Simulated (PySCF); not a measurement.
# C3H7NO (N-Methylacetamide): the cost of one run

The runs use PySCF 2.14.0, with density-fitted response routines of our own; the level of theory stands in each step. All values are computed, except where a source is named. Atoms are numbered from 0 throughout.

### Step 1. The molecule as given

12 atoms, charge 0, multiplicity 1; geometry from: GFN2-xTB. The atoms were then displaced at random by about 0.01 Å, so the start is not that level's minimum.

Bonds of the start (Å): C0–N1 1.47, N1–C2 1.36, C2–C3 1.47, C2–O4 1.22, C0–H5 1.08, C0–H6 1.11, C0–H7 1.06, N1–H8 1.00, C3–H9 1.08, C3–H10 1.12, C3–H11 1.09.

### Step 2. Relaxing the molecule at PBE0-D3(BJ)/def2-SVP

What the job is given:

```
{"job": {"xc": "PBE0", "basis": "def2-SVP", "d3": "d3bj", "grid": 1, "shake": 0.01, "kind": "geom"}, "charge": 0, "multiplicity": 1}
C      1.907780     0.031170    -0.037490
N      0.477530     0.257870    -0.299730
C     -0.509040    -0.366080     0.399420
C     -1.856160     0.009800    -0.040810
O     -0.255020    -1.148060     1.295250
H      2.383730    -0.349440    -0.923520
H      2.381790     0.991420     0.240930
H      1.980290    -0.646240     0.776600
H      0.227400     0.905080    -1.015480
H     -2.028930    -0.236410    -1.078840
H     -2.619020    -0.551230     0.562960
H     -2.050660     1.073860     0.111690
```

Started as:

```
> OMP_NUM_THREADS=1 python probes_run.py task.json out
```

One launch serves the whole session: the jobs run in the order shown.

Q: Estimate the wall time and peak memory of this first job on 1 thread of Intel Xeon Platinum 8375C at 2.90GHz, shared host.

About 57 s, with a peak of 0.43 GiB.
